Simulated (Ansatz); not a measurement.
**Worked example: correlation energy of GeH₂, singlet**

Geometry: a point of a bend scan, not a stationary point.

```yaml
atoms:
  - { symbol: Ge, position_ang: [0.0000, -0.0269, 0.0000] }
  - { symbol: H, position_ang: [0.0000, 0.9698, -1.2441] }
  - { symbol: H, position_ang: [0.0000, 0.9698, 1.2441] }
```

Basis cc-pVDZ; Ansatz 0.2.0. Only valence electrons are correlated (noble-gas cores and the filled d shells of p-block atoms frozen), which leaves 6 electrons in 23 orbitals. Prefix R: restricted or restricted open-shell reference. No spin–orbit coupling is included, and no scalar relativity.

Full CI is exact within this basis and frozen core; it isn't the basis-set limit.

Runs differ by some tens of microhartree through their thresholds, so steps under 0.03 kcal/mol mean nothing.

| level | total energy (hartree) |
| --- | --- |
| RHF | -2076.441268 |
| RMP2 | -2076.524502 |
| RCCSD | -2076.550981 |
| RCCSD(T) | -2076.552982 |
| RCCSDT | -2076.553506 |
| RCCSDT(Q) | -2076.553587 |
| RCCSDTQ | -2076.553606 |
| full CI | -2076.553607 |

Q: What is the correlation energy at full CI, and what share of it do RMP2 and RCCSD recover?

A: E(corr) = -2076.553607 − (-2076.441268) = -0.112339 hartree = -3.057 eV. RMP2: -0.083234 / -0.112339 = 74.09 %. RCCSD: -0.109713 / -0.112339 = 97.66 %.

Q: By how many kcal/mol does RCCSD(T) miss full CI (1 hartree = 627.509 kcal/mol), and which steps make up the rest?

A: -2076.552982 − (-2076.553607) = 0.000625 hartree = 0.39 kcal/mol. Steps: RCCSDT − RCCSD(T) = -0.33, RCCSDT(Q) − RCCSDT = -0.05, RCCSDTQ − RCCSDT(Q) = -0.01, full CI − RCCSDTQ = 0.00 kcal/mol. That is within 1 kcal/mol of the reference in this basis, which itself misses far more of the correlation at the basis-set limit.
